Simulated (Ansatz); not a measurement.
in.yaml

```yaml
crystal:
  periodic: [false, false, false]
  atoms:
    - {symbol: Al, position_ang: [0.000000, 0.000000, 0.000000]}
    - {symbol: P, position_ang: [0.000000, 0.000000, 2.380600]}
basis:
  gaussian: {orbitals: cc-pVDZ}
total_charge: 1
magnetization: {spin_polarized: false, initial_magnetization: 1}
correlation: {method: fci, electrons: outside_noble_gas}
```

```sh
$ ansatz run in.yaml --threads 1 --pin off --events-out ev --progress --plain --max-ram 2393MiB
```

Output:

```
657 factors; integrals over basis functions are off by at most 1.1e-7 eV
mean field evaluation 1: about -15842.1939 eV, gradient 2.0e1 eV
mean field evaluation 2: about -15842.2822 eV, gradient 2.0e1 eV
mean field evaluation 4: about -15844.6630 eV, gradient 5.6e0 eV
mean field evaluation 8: about -15844.9911 eV, gradient 4.4e-1 eV
mean field evaluation 16: about -15845.0077 eV, gradient 7.6e-4 eV
mean field evaluation 32: about -15844.8085 eV, gradient 1.7e-6 eV
mean field evaluation 64: about -15844.8085 eV, gradient 3.0e-3 eV
mean field evaluation 96: about -15844.9409 eV, gradient 2.2e0 eV
mean field evaluation 128: about -15844.9797 eV, gradient 1.5e0 eV
mean field evaluation 160: about -15844.2559 eV, gradient 9.4e0 eV
mean field evaluation 192: about -15844.5267 eV, gradient 2.5e0 eV
mean field -15845.00767259 eV, -582.2932918356 hartree, gradient 1.7e-6 eV, S^2 0.750000; 15 other end points of the search recorded, 0 dependent functions left out
mean field evaluation 224: about -15844.9397 eV, gradient 4.2e-1 eV
determinant -15845.00767259 eV, -582.2932918356 hartree, with singles and doubles -15849.02912604 eV, -582.4410775240 hartree
determinant -15844.80849953 eV, -582.2859723606 hartree, with singles and doubles -15849.18578542 eV, -582.4468346503 hartree
determinant -15844.71838475 eV, -582.2826607036 hartree, with singles and doubles -15848.65402186 eV, -582.4272926999 hartree
determinant -15845.00767259 eV, -582.2932918356 hartree, with singles and doubles -15849.04882333 eV, -582.4418013861 hartree
determinant -15844.80849953 eV, -582.2859723606 hartree, with singles and doubles -15849.19112689 eV, -582.4470309457 hartree
determinant -15844.71838475 eV, -582.2826607036 hartree, with singles and doubles -15848.68047518 eV, -582.4282648413 hartree
unrestricted determinant -15846.89974125 eV, -582.3628240766 hartree, S^2 1.8249
10 core orbitals not correlated: weight in the atoms' cores, before any rotation towards them, 1.000 or more for the frozen orbitals, at most 0.000 for the correlated occupied ones
reference -15845.00767259 eV, -582.2932918356 hartree; 4, 3 occupied and 22, 23 virtual orbitals, 657 factors
state -15850.00323466 eV, -582.4768753556 hartree
10 core orbitals not correlated: weight in the atoms' cores, before any rotation towards them, 1.000 or more for the frozen orbitals, at most 0.000 for the correlated occupied ones
state -15850.00315956 eV, -582.4768725958 hartree
Total energy: -15850.00323466 eV, -582.4768753556 hartree
```

Ran on 1 thread of Arm Neoverse V2, shared host: 5.8 min wall, 0.95 GiB peak host memory.
